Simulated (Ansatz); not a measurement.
Si2H8, singlet: harmonic vibrations.

in.yaml

```yaml
crystal:
  periodic: [false, false, false]
  atoms:
    - {symbol: Si, position_ang: [-0.678638, -1.912076, -0.135205]}
    - {symbol: Si, position_ang: [-0.170812, 1.853908, -0.042404]}
    - {symbol: H, position_ang: [-0.618695, -3.385513, -0.326586]}
    - {symbol: H, position_ang: [-1.194355, -1.615113, 1.223865]}
    - {symbol: H, position_ang: [-1.567037, -1.315449, -1.161923]}
    - {symbol: H, position_ang: [1.498404, 1.647621, 0.613135]}
    - {symbol: H, position_ang: [0.693724, -1.358508, -0.279424]}
    - {symbol: H, position_ang: [0.997906, 1.108213, 0.990660]}
    - {symbol: H, position_ang: [0.749048, 1.736892, -1.239630]}
    - {symbol: H, position_ang: [0.290454, 3.240125, 0.357513]}
basis:
  gaussian: {orbitals: def2-TZVP}
hamiltonian: {xc: pbe0, dispersion: d4}
phonons: {temperatures: {t_min: 298.15, t_max: 900, t_step: 200}}
```

Launched with

```bash
ansatz run in.yaml --threads 2 --pin off --events-out ev --progress --plain --max-ram 4352MiB
```

Output of Ansatz 0.2.0:

```
Functional definition: PBE0
  name "PBE0"
  cite "Adamo & Barone, J. Chem. Phys. 110, 6158 (1999) doi:10.1063/1.478522"
  cite "Perdew, Burke & Ernzerhof, Phys. Rev. Lett. 77, 3865 (1996) doi:10.1103/PhysRevLett.77.3865"
  parent pbe
  parameter a = 0.25
  parameter kappa = 0.804
  parameter beta = 0.06672455060314922
  exchange = (1 - a)*pbe_x(kappa = kappa, mu = beta*pi^2/3) + a*exact_x
  correlation = pbe_c(beta = beta)
888 factors; their error is unknown
mean field evaluation 1: about -15875.2392 eV, gradient 1.3e1 eV
mean field evaluation 2: about -15875.7529 eV, gradient 6.5e0 eV
mean field evaluation 4: about -15875.8935 eV, gradient 3.0e-1 eV
mean field evaluation 8: about -15875.9585 eV, gradient 1.8e-2 eV
mean field -15875.95853691 eV, -583.4307151204 hartree, gradient 4.8e-5 eV, S^2 0.000000; 0 other end points of the search recorded, 0 dependent functions left out
the calculation of the forces begins
reference -15875.95857205 eV, -583.4307164118 hartree; 18, 18 occupied and 104, 104 virtual orbitals, 888 factors
these checks for a lower state are left out or cut short: stability, starts, cluster_reference, orbital_swaps, neighbouring_geometries, increment
888 factors; their error is unknown
mean field evaluation 16: about -15875.9584 eV, gradient 9.8e-2 eV
Total energy: -15876.08760790 eV, -583.4354583915 hartree
Atom 0 at    -0.678638    -1.912076    -0.135205 Å, force    -0.000413     0.000911    -0.000181 eV/Å
Atom 1 at    -0.170812     1.853908    -0.042404 Å, force     0.000059    -0.000509    -0.001037 eV/Å
Atom 2 at    -0.618695    -3.385513    -0.326586 Å, force    -0.000048    -0.000526     0.000099 eV/Å
Atom 3 at    -1.194355    -1.615113     1.223865 Å, force     0.000064     0.000108    -0.000827 eV/Å
Atom 4 at    -1.567037    -1.315449    -1.161923 Å, force     0.000867    -0.000484     0.000544 eV/Å
Atom 5 at     1.498404     1.647621     0.613135 Å, force     0.002989     0.002202    -0.001601 eV/Å
Atom 6 at     0.693724    -1.358508    -0.279424 Å, force    -0.000378    -0.000270     0.000139 eV/Å
Atom 7 at     0.997906     1.108213     0.990660 Å, force    -0.002615    -0.000958     0.000584 eV/Å
Atom 8 at     0.749048     1.736892    -1.239630 Å, force    -0.001030    -0.000497     0.001364 eV/Å
Atom 9 at     0.290454     3.240125     0.357513 Å, force     0.000506     0.000024     0.000916 eV/Å
Dipole moment:     0.168988    -0.019071     0.103320 e Å
Vibrations: 24.31 58.36 74.22 89.00 147.29 172.36 512.87 723.50 796.97 890.62 893.72 906.66 907.82 963.09 966.10 1001.98 1492.51 2091.94 2099.77 2226.33 2229.58 2246.50 2253.15 3192.59 cm⁻¹, zero-point energy 1.671383 eV

[the SCF lines of later steps are left out]
```

The lines “mean field evaluation” count trial sets of orbitals through the whole run, from several starts and some on an approximate energy, so they need not fall steadily or lie above the final value.

Hardware: 2 CPU threads of an Arm Neoverse V2, shared host. Wall time about 62 s.
